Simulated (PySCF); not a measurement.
## MB for M along the second period

PBE0 with triple-zeta basis sets in PySCF, for the lowest determinant that a PBE0 search found; no spin–orbit coupling. De refers to high-spin ground-configuration atoms. A positive dipole means M(−)B(+).

```json
{"M": "Li", "basis": "def2-TZVPP", "state (unpaired electrons)": "triplet (σ ↑, π ↑)", "Re (Å)": "2.131", "ωe (cm⁻¹)": "547", "De (eV)": "1.34", "μ (D)": "-5.79"}
{"M": "C", "basis": "def2-TZVPP", "state (unpaired electrons)": "quartet (σ ↑, π ↑↑)", "Re (Å)": "1.479", "ωe (cm⁻¹)": "1211", "De (eV)": "4.71", "μ (D)": "1.51"}
{"M": "N", "basis": "def2-TZVPP", "state (unpaired electrons)": "triplet (σ ↑, π ↑)", "Re (Å)": "1.315", "ωe (cm⁻¹)": "1595", "De (eV)": "4.81", "μ (D)": "2.14"}
{"M": "O", "basis": "x2c-TZVPPall", "state (unpaired electrons)": "doublet (σ ↑)", "Re (Å)": "1.200", "ωe (cm⁻¹)": "1934", "De (eV)": "8.44", "μ (D)": "2.36"}
{"M": "F", "basis": "def2-TZVPP", "state (unpaired electrons)": "singlet (closed shell)", "Re (Å)": "1.263", "ωe (cm⁻¹)": "1416", "De (eV)": "7.78", "μ (D)": "-1.01"}
```

The shortest bond is that of BO (1.200 Å), the longest that of LiB (2.131 Å). BO is bound most strongly (8.44 eV) and LiB least (1.34 eV).

The rows differ in basis set, which adds steps of its own.

The state changes along the series, so neighbouring rows are not always alike in their bonding.

States were picked by a PBE0 search and need not be the measured ground states.
